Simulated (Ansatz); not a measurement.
I need a rigid scan of one bond length of Cl2Si, SMILES Cl[Si]Cl. Use Ansatz 0.2.0, Python API. Level of theory (for the species named): r2scan0, 6-31G* basis, multiplicity 1.

```yaml
atoms:
  - { symbol: Cl, position_ang: [0.2102, 1.7581, 0.3094] }
  - { symbol: Si, position_ang: [-0.6205, -0.0084, -0.3401] }
  - { symbol: Cl, position_ang: [0.4104, -1.7496, 0.0307] }
```

`scan.py`
```python
# -*- coding: utf-8 -*-
"""Potential curve of Cl2Si along one bond."""

import ansatz as az
import numpy as np

params = {
    "basis_set": "6-31G*",
    "functional": "r2scan0",
}


def main():
    molecule = (
        az.Crystal.molecule()
        .atom("Cl", (0.21015, 1.75807, 0.30937))
        .atom("Si", (-0.62053, -0.00844, -0.34006))
        .atom("Cl", (0.41038, -1.74963, 0.03069))
    )

    symbols = [site.symbol for site in molecule.cartesian_sites]
    start = np.array([site.position_ang for site in molecule.cartesian_sites])
    axis = (start[2] - start[1]) / np.linalg.norm(start[2] - start[1])
    moving = [2]
    lengths, energies = [1.81, 1.893, 1.975, 2.057, 2.139, 2.222, 2.304, 2.427], []
    for length in lengths:
        xyz = start.copy()
        xyz[moving] += (length - np.linalg.norm(start[2] - start[1])) * axis
        point = az.Crystal.molecule()
        for symbol, place in zip(symbols, xyz):
            point = point.atom(symbol, place.tolist())
        calculation = point.calculation()
        calculation = calculation.basis(gaussian=params["basis_set"])
        calculation = calculation.functional(params["functional"])
        r = calculation.run(threads=1, pin="off").report
        energies.append(r["free_energy_ev"])
        print(f"r = {length:6.3f} A  E = {energies[-1]:.5f} eV  <S^2> = {abs(r['mean_field']['state']['spin_squared']):.3f}")

    # quartic fit about the minimum
    fit = np.polynomial.Polynomial.fit(lengths, np.array(energies) - min(energies), 4).convert()
    roots = [r.real for r in fit.deriv().roots() if abs(r.imag) < 1e-9 and fit.deriv(2)(r.real) > 0]
    r_e = min(roots, key=lambda r: abs(r - lengths[int(np.argmin(energies))]))
    print(f"minimum of the fit at {r_e:.4f} A, force constant {fit.deriv(2)(r_e):.2f} eV/A^2")


if __name__ == "__main__":
    main()
```

```console
$ python scan.py
r =  1.810 A  E = -32919.29958 eV  <S^2> = 0.000
r =  1.893 A  E = -32919.82387 eV  <S^2> = 0.000
r =  1.975 A  E = -32920.09839 eV  <S^2> = 0.000
r =  2.057 A  E = -32920.20507 eV  <S^2> = 0.000
r =  2.139 A  E = -32920.19601 eV  <S^2> = 0.000
r =  2.222 A  E = -32920.10660 eV  <S^2> = 0.000
r =  2.304 A  E = -32919.96548 eV  <S^2> = 0.000
r =  2.427 A  E = -32919.69494 eV  <S^2> = 0.000
minimum of the fit at 2.0873 A, force constant 14.90 eV/A^2
```

What to keep in mind:
- Total energies depend on the basis set; only differences at equal settings carry meaning.
- The rest of the molecule is held rigid at a force-field or estimated start geometry, and the basis set is modest; single-reference methods fail as a bond breaks.
- The orbitals are restricted, so S² is zero by construction.
- It ran for 40 s on 1 thread of AMD EPYC 7571, with other jobs on the host, peak memory 0.19 GiB.
